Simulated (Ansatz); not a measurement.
Reaction (SMILES): F (HF) → [F-] + H+
B3LYP-D3(BJ)/def2-TZVP geometries, fixed; electronic energies without zero-point terms.

Basis-set convergence of the deprotonation energy at CCSD(T) with Ansatz (a quantum-chemistry and plane-wave program). All functions are spherical. Cores are frozen. No added dispersion term, no relativity. Functions are those of the species that has most. Reference: Hartree-Fock in aug-cc-pV5Z plus the correlation part extrapolated as X^-3 from aug-cc-pVQZ and aug-cc-pV5Z, 376.21 kcal/mol, itself unsure by roughly 0.15 kcal/mol (a third of the extrapolation step and of the last Hartree-Fock step). Deviations are taken from unrounded values.

| basis | functions | deprotonation energy (kcal/mol) | minus reference (kcal/mol) |
|---|---|---|---|
| 3-21G | 11 | 442.17 | 65.96 |
| 6-31G | 11 | 402.69 | 26.48 |
| pcseg-1 | 19 | 401.09 | 24.88 |
| cc-pVTZ | 44 | 401.55 | 25.34 |
| def2-TZVPP | 45 | 391.69 | 15.48 |
| def2-TZVPPD | 57 | 377.31 | 1.10 |
| pcseg-3 | 93 | 378.70 | 2.49 |
| def2-QZVPPD | 99 | 377.60 | 1.39 |
| aug-cc-pV5Z | 207 | 376.51 | 0.30 |

The smallest set listed that lies within 2 kcal/mol of the reference with all its larger relatives (same family, alike in diffuse functions; a set with none counts only in the reference's own line) is def2-TZVPPD (57 functions, 1.10 kcal/mol off).
